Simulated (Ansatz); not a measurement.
# SiHO radical: one structure at several levels

Aim: energy, forces and dipole at a structure displaced at random from a GFN2-xTB minimum, from CCSD(T) and from density functionals.

Computed with Ansatz 0.2.0, Gaussian basis. Level: single points in def2-TZVPP.

Cores are frozen in the correlated methods. Orbitals are unrestricted.

### 1 Where the work starts

3 atoms, charge 0, spin multiplicity 2.

Atoms are counted from 1 here; the program's logs count them from 0.

Bond lengths: O1–Si2 1.483 Å, Si2–H3 1.438 Å. Angles: O1–Si2–H3 128.6°.

Coordinates:

```xyz
3
charge 0, multiplicity 2
O     0.74370    0.98260    0.57920
Si    0.24810   -0.32510    0.08500
H    -1.00130   -0.62580   -0.56080
```

### 2 CCSD(T)/def2-TZVPP

run/in.yaml reads:

```yaml
crystal:
  periodic: [false, false, false]
  atoms:
    - {symbol: O, position_ang: [0.743700, 0.982600, 0.579200]}
    - {symbol: Si, position_ang: [0.248100, -0.325100, 0.085000]}
    - {symbol: H, position_ang: [-1.001300, -0.625800, -0.560800]}
basis:
  gaussian: {orbitals: def2-TZVPP}
magnetization: {spin_polarized: true, initial_magnetization: 1}
correlation: {method: ccsd_t}
scf: {omitted_lower_state_checks: [cluster_reference]}
output: {forces: true}
```

No record of the launch command was kept for these runs.

### 3 PBE0-D4/def2-TZVPP

run/in.yaml: that of step 2 with these lines changed.

```diff
@@ -9,4 +9,3 @@
 magnetization: {spin_polarized: true, initial_magnetization: 1}
-correlation: {method: ccsd_t}
-scf: {omitted_lower_state_checks: [cluster_reference]}
-output: {forces: true}
+hamiltonian: {xc: pbe0, dispersion: d4}
+output: {forces: true, orbitals: {seedname: orbitals}}
```

### 4 wB97M-V/def2-TZVPP

run/in.yaml: that of step 3 with these lines changed.

```diff
@@ -9,3 +9,3 @@
 magnetization: {spin_polarized: true, initial_magnetization: 1}
-hamiltonian: {xc: pbe0, dispersion: d4}
-output: {forces: true, orbitals: {seedname: orbitals}}
+hamiltonian: {xc: {name: wB97M-V}}
+output: {forces: true}
```

### 5 r2SCAN-D4/def2-TZVPP

run/in.yaml: that of step 4 with these lines changed.

```diff
@@ -9,3 +9,3 @@
 magnetization: {spin_polarized: true, initial_magnetization: 1}
-hamiltonian: {xc: {name: wB97M-V}}
+hamiltonian: {xc: r2scan, dispersion: d4}
 output: {forces: true}
```

### 6 PBE-D4/def2-TZVPP

run/in.yaml: that of step 5 with these lines changed.

```diff
@@ -9,3 +9,3 @@
 magnetization: {spin_polarized: true, initial_magnetization: 1}
-hamiltonian: {xc: r2scan, dispersion: d4}
+hamiltonian: {xc: pbe, dispersion: d4}
 output: {forces: true}
```

### 7 r2SCANh-D4/def2-TZVPP

run/in.yaml: that of step 6 with these lines changed.

```diff
@@ -9,3 +9,3 @@
 magnetization: {spin_polarized: true, initial_magnetization: 1}
-hamiltonian: {xc: pbe, dispersion: d4}
+hamiltonian: {xc: {name: r2SCANh}, dispersion: d4}
 output: {forces: true}
```

### 8 revPBE-D4/def2-TZVPP

run/in.yaml: that of step 7 with these lines changed.

```diff
@@ -9,3 +9,3 @@
 magnetization: {spin_polarized: true, initial_magnetization: 1}
-hamiltonian: {xc: {name: r2SCANh}, dispersion: d4}
+hamiltonian: {xc: {name: revPBE}, dispersion: d4}
 output: {forces: true}
```

(Steps that only read results are left out.)

Before running it: what results should come out? Wanted: energy less free atoms, CCSD(T)/def2-TZVPP; RMS force component; RMS force error; HOMO and LUMO, PBE0-D4; T1 diagnostic.

As calculated:

```
                                  quantity                                                                                                value
energy less free atoms, CCSD(T)/def2-TZVPP                                                                                        -850.8 kJ/mol
                       RMS force component                                                                 1.219 to 1.771 eV/Å over the methods
                           RMS force error  PBE0-D4 0.343, wB97M-V 0.325, r2SCAN-D4 0.185, PBE-D4 0.221, r2SCANh-D4 0.327, revPBE-D4 0.306 eV/Å
                    HOMO and LUMO, PBE0-D4                                                                                   -6.88 and -3.13 eV
                             T1 diagnostic                                                                                                0.028
```

What this shows: Against CCSD(T) the functionals' energies less atoms differ by -66.7 to -17.1 kJ/mol, PBE-D4 by -66.7 kJ/mol. The reference is not at the basis limit: in triple zeta CCSD(T) underbinds, which counts against methods that bind more; the gaps are no ranking. For forces r2SCAN-D4 does best and PBE0-D4 worst. Frozen-core CCSD(T) forces in triple zeta carry basis errors of their own, and this is one geometry, so small gaps rank nothing.
